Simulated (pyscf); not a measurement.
Thermochemistry of product channels of F–N•–F + GeH₄ on the doublet surface, in kJ/mol, from ωB97M-D3(BJ)/def2-TZVP energies (ideal gas, 1 atm, RRHO with modes under 100 cm⁻¹ raised to 100, one conformer, R ln 2 for chiral ones without a mode under 150 cm⁻¹). Optimised with ωB97X-D3(BJ)/def2-SVP in PySCF.

```csv
products,ΔE,ΔH(298 K),ΔG(600 K),ΔG(900 K)
F–N(F)–GeH₂• + H₂,+74.5,+69.6,+76.1,+75.3
F–NH–F + GeH₃•,+39.1,+49.6,+40.6,+36.7
HF + F–N•–GeH₃,-131.3,-125.5,-133.3,-139.6
F• + F–NH–GeH₃,+34.9,+48.0,+54.2,+55.0
F–GeH₃ + •HN–F,-205.2,-197.4,-207.1,-211.8
```

These are energies of the channels, which say nothing of barriers. F–N(F)–GeH₂• lies 667.9 kJ/mol over its isomer H₂N–Ge•(F)–F (electronic energy, ωB97M-D3(BJ)/def2-TZVP). F–N•–GeH₃ lies 401.1 kJ/mol over its isomer H₂N–GeH•–F (electronic energy, ωB97M-D3(BJ)/def2-TZVP). Left out: orbital degeneracy and the spin-orbit lowering of F. Elements up to Kr have no core potential and no relativistic terms here.
